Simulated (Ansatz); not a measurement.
C4H7ClO, SMILES `C/C(O)=C/CCl` from Hartree–Fock to CCSD(T)

```xyz
13

C    -1.594   -0.372   -0.944
C    -0.493    0.124   -0.075
O    -0.854    1.020    0.882
C     0.781   -0.253   -0.189
C     1.862    0.238    0.687
Cl    2.451   -1.054    1.810
H    -2.361   -0.874   -0.344
H    -1.221   -1.079   -1.683
H    -2.075    0.458   -1.474
H    -1.802    1.168    0.842
H     1.031   -0.978   -0.953
H     1.531    1.059    1.318
H     2.744    0.542    0.124
```

The species carries charge 0 and has multiplicity 1. The structure was optimised at the PBE0-D4/def2-TZVP level. It is one conformer, not always the lowest. Frozen core, restricted reference, the Gaussian-basis code of Ansatz. CBS rows extrapolate triple and quadruple zeta; past MP2 they add the triple-zeta difference.

```tsv
basis	HF (Eh)	MP2 corr.	CCSD corr.	(T)	CCSD(T) total
def2-TZVPP	-689.99792	?	-1.14458	?	?
def2-QZVPP	-690.02140	?	–	–	–
CBS(def2)	-690.02463	-1.23761	?	as TZ	?
```

Fill in the withheld values. (Best estimate.)

The calculation gave: def2-TZVPP MP2 corr.: -1.09544; def2-TZVPP (T): -0.04925; def2-TZVPP CCSD(T) total: -691.19175; def2-QZVPP MP2 corr.: -1.17711; CBS(def2) CCSD corr.: -1.28675; CBS(def2) CCSD(T) total: -691.36063.
